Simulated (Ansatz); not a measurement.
## Relative stability

Two isomers of AlSiH2O, doublet, relaxed at PBE0-D4/def2-TZVP (vibrations not checked).

A:

O1  (0.525, -0.360, 0.613)
Al2  (1.218, -0.951, 2.053)
Si3  (-0.072, 0.183, -0.806)
H4  (-1.347, -0.526, -1.132)
H5  (-0.324, 1.653, -0.729)
(Å)

B:

O1  (-0.590, -1.774, 0.786)
Si2  (-0.731, -0.515, -0.071)
Al3  (0.898, 1.251, 0.426)
H4  (-1.938, -0.272, -0.932)
H5  (2.361, 1.310, -0.210)
(Å)

Ansatz 0.2.0; basis: def2-TZVPP; cores frozen in the correlated methods; orbitals are unrestricted. B3LYP uses VWN-RPA correlation.

Which structure is lower at CCSD(T), and by how much? (Judge from chemistry; the value comes from the calculation.)

Computed: A, by 57.08 kcal/mol (electronic energy, against the other). By their contacts, A is AlSiH₂O ([Al][O][SiH2]) and B is AlSiH₂O ([O][SiH][AlH]).

All methods give the same order:

```
   method  E(B) − E(A) (kcal/mol)
   PBE-D4                   48.62
r2SCAN-D4                   51.87
  PBE0-D4                   54.13
 B3LYP-D4                   56.31
  wB97M-V                   59.95
       HF                   66.78
      MP2                   56.66
     CCSD                   59.85
  CCSD(T)                   57.08
```

No T1 diagnostic of these runs exceeds 0.027. ⟨S²⟩ of the unrestricted Hartree–Fock references: 0.75 to 0.79 (a pure state has 0.75).

Labels in which every atom is bracketed show which atoms are joined, not bond orders.
